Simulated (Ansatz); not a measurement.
# CH₄BN (SMILES B1CN1): one structure at several levels

How do the functionals fare away from a minimum? The structure is a structure displaced at random from a GFN2-xTB minimum.

The runs use Ansatz 0.2.0, Gaussian basis; single points in def2-TZVPP.

Correlated methods freeze the cores. B3LYP uses VWN-RPA correlation.

## 1. Where the work starts

SMILES `B1CN1`, 7 atoms, charge 0, spin multiplicity 1.

Atoms are counted from 1 here; the program's logs count them from 0.

Bond lengths: B1–C2 1.595 Å, B1–N3 1.337 Å, B1–H4 1.174 Å, C2–N3 1.462 Å, C2–H5 1.146 Å, C2–H6 1.032 Å, N3–H7 0.993 Å. Angles: C2–B1–N3 59.1°, C2–B1–H4 154.2°, N3–B1–H4 146.6°, B1–C2–N3 51.7°, B1–C2–H5 119.7°, B1–C2–H6 122.4°, N3–C2–H5 111.9°, N3–C2–H6 114.2°, H5–C2–H6 116.9°, B1–N3–C2 69.3°, B1–N3–H7 156.0°, C2–N3–H7 134.7°.

Geometry (Å):

```csv
atom,x (Å),y (Å),z (Å)
B1,-0.83040,-0.39390,-0.35180
C2,0.15220,0.73340,0.20210
N3,0.41580,-0.69450,0.02940
H4,-1.83290,-0.78490,-0.82030
H5,0.75670,1.37140,-0.53400
H6,0.13680,1.04460,1.18570
H7,1.18690,-1.29030,0.22020
```

## 2. CCSD(T)/def2-TZVPP

Contents of run/in.yaml:

```yaml
crystal:
  periodic: [false, false, false]
  atoms:
    - {symbol: B, position_ang: [-0.830400, -0.393900, -0.351800]}
    - {symbol: C, position_ang: [0.152200, 0.733400, 0.202100]}
    - {symbol: N, position_ang: [0.415800, -0.694500, 0.029400]}
    - {symbol: H, position_ang: [-1.832900, -0.784900, -0.820300]}
    - {symbol: H, position_ang: [0.756700, 1.371400, -0.534000]}
    - {symbol: H, position_ang: [0.136800, 1.044600, 1.185700]}
    - {symbol: H, position_ang: [1.186900, -1.290300, 0.220200]}
basis:
  gaussian: {orbitals: def2-TZVPP}
correlation: {method: ccsd_t}
output: {forces: true}
```

The command line of these runs was not kept.

## 3. PBE0-D4/def2-TZVPP

run/in.yaml, as its differences from that of step 2:

```diff
@@ -12,3 +12,3 @@
   gaussian: {orbitals: def2-TZVPP}
-correlation: {method: ccsd_t}
-output: {forces: true}
+hamiltonian: {xc: pbe0, dispersion: d4}
+output: {forces: true, orbitals: {seedname: orbitals}}
```

## 4. wB97M-V/def2-TZVPP

run/in.yaml, as its differences from that of step 3:

```diff
@@ -12,3 +12,3 @@
   gaussian: {orbitals: def2-TZVPP}
-hamiltonian: {xc: pbe0, dispersion: d4}
-output: {forces: true, orbitals: {seedname: orbitals}}
+hamiltonian: {xc: {name: wB97M-V}}
+output: {forces: true}
```

## 5. r2SCAN-D4/def2-TZVPP

run/in.yaml, as its differences from that of step 4:

```diff
@@ -12,3 +12,3 @@
   gaussian: {orbitals: def2-TZVPP}
-hamiltonian: {xc: {name: wB97M-V}}
+hamiltonian: {xc: r2scan, dispersion: d4}
 output: {forces: true}
```

## 6. PBE-D4/def2-TZVPP

run/in.yaml, as its differences from that of step 5:

```diff
@@ -12,3 +12,3 @@
   gaussian: {orbitals: def2-TZVPP}
-hamiltonian: {xc: r2scan, dispersion: d4}
+hamiltonian: {xc: pbe, dispersion: d4}
 output: {forces: true}
```

## 7. HSE06-D4/def2-TZVPP

run/in.yaml, as its differences from that of step 6:

```diff
@@ -12,3 +12,3 @@
   gaussian: {orbitals: def2-TZVPP}
-hamiltonian: {xc: pbe, dispersion: d4}
+hamiltonian: {xc: hse06, dispersion: d4}
 output: {forces: true}
```

## 8. B3LYP-D4/def2-TZVPP

run/in.yaml, as its differences from that of step 7:

```diff
@@ -12,3 +12,3 @@
   gaussian: {orbitals: def2-TZVPP}
-hamiltonian: {xc: hse06, dispersion: d4}
+hamiltonian: {xc: {name: B3LYP}, dispersion: d4}
 output: {forces: true}
```

(Steps that only read results are left out.)

Before running it: what results should come out? Wanted: energy less free atoms, CCSD(T)/def2-TZVPP; RMS force component; RMS force error; HOMO and LUMO, PBE0-D4; T1 diagnostic.

The runs gave:

| quantity | value |
| --- | --- |
| energy less free atoms, CCSD(T)/def2-TZVPP | -2514.8 kJ/mol |
| RMS force component | 0.967 to 1.006 eV/Å over the methods |
| RMS force error | PBE0-D4 0.264, wB97M-V 0.168, r2SCAN-D4 0.179, PBE-D4 0.197, HSE06-D4 0.261, B3LYP-D4 0.175 eV/Å |
| HOMO and LUMO, PBE0-D4 | -7.68 and 0.20 eV |
| T1 diagnostic | 0.014 |

**Reading.** Against CCSD(T) the functionals' energies less atoms differ by -169.0 to -95.4 kJ/mol, PBE-D4 by -169.0 kJ/mol. CCSD(T) in triple zeta still lacks some correlation energy of the bonds, so part of these gaps is its own basis error and they don't rank the functionals. For forces wB97M-V does best and PBE0-D4 worst. Frozen-core CCSD(T) forces in triple zeta carry basis errors of their own, and this is one geometry, so small gaps rank nothing.
